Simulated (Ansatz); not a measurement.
# Telling isomers of CH5BN− apart by their spectra

These gas-phase data were calculated for one isomer of CH5BN− at r2SCAN-D4/def2-SVPD (harmonic, unscaled wavenumbers; equilibrium rotational constants with average atomic masses):

```
rotational constants            : 45.65, 8.47, 7.476 GHz
all wavenumbers above 1500 cm⁻¹ : 3380, 3027, 3008, 2938, 2235
```

Candidates:

(1) `C=[BH-]N`, a singlet
(2) `[BH2-]=NC`, a singlet
(3) `[H]/N=[BH-]\C`, a singlet

Question: Assign the data to one candidate and say why.

Answer: Candidate (3). The band at 3380 cm⁻¹ lies where the N–H stretch is expected; (2) has no mode between 3250 and 3800 cm⁻¹. 1 mode lies between 3250 and 3800 cm⁻¹, one for each N–H bond, while (1) has 2.

The same quantities for all candidates:

```
     rotational constants (GHz)         wavenumbers above 1500 cm⁻¹  E above the lowest, r2SCAN-D4/def2-SVPD (kcal/mol)
(1)          50.11, 8.65, 7.435  3612, 3508, 3101, 3014, 2333, 1566                                                 7.2
(2)         51.13, 10.09, 8.891  2872, 2866, 2766, 2331, 2203, 1507                                                13.1
(3)          45.65, 8.47, 7.476        3380, 3027, 3008, 2938, 2235                                                 0.0
```

Harmonic stretches to hydrogen usually lie a few per cent above observed fundamentals. Each candidate is one conformer. Programs: Ansatz 0.2.0.
